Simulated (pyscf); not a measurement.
A first-order saddle from PySCF, ωB97X-D3(BJ)/def2-SVP:

```xyz
11

Si    -2.0654     1.3950    -0.0892
As    -0.3787    -0.0397     0.6845
Si    -0.0456    -0.9676    -1.4489
H     -2.3846     2.4444     1.0313
H     -3.2926     0.5851    -0.3412
H     -1.6967     2.1299    -1.3348
H      0.7101     1.0043     0.5012
H      1.1713    -1.8282    -1.4275
H      0.1056     0.0725    -2.5070
H     -1.2371    -1.8082    -1.7615
H     -2.6584     3.2919     1.9255
```
Charge 0, spin multiplicity 2.

Surface: doublet, charge 0. Lowest wavenumbers (cm⁻¹): 911i, 47, 89, 119, 161.

Q: Name the species on either side of this saddle.

A: `[SiH3][AsH][SiH3]` + `[H]` [doublet] ⇌ `[SiH2][AsH][SiH3]` [doublet] + `[H][H]`, a hydrogen abstraction read from left to right: H–Si broken and H–H formed. At ωB97M-D3(BJ)/def2-TZVP it lies +0.18 eV from the left side and +0.78 eV from the right (each side as separated species at their lowest minima found). •H₂Si–AsH–SiH₃ lies 0.77 eV over its isomer H₃Si–As•–SiH₃ (electronic energy, ωB97M-D3(BJ)/def2-TZVP). This is the saddle that the search found; another between the same sides may lie lower. The angle at the transferred H is 179°. Elements up to Kr have no core potential and no relativistic terms here.
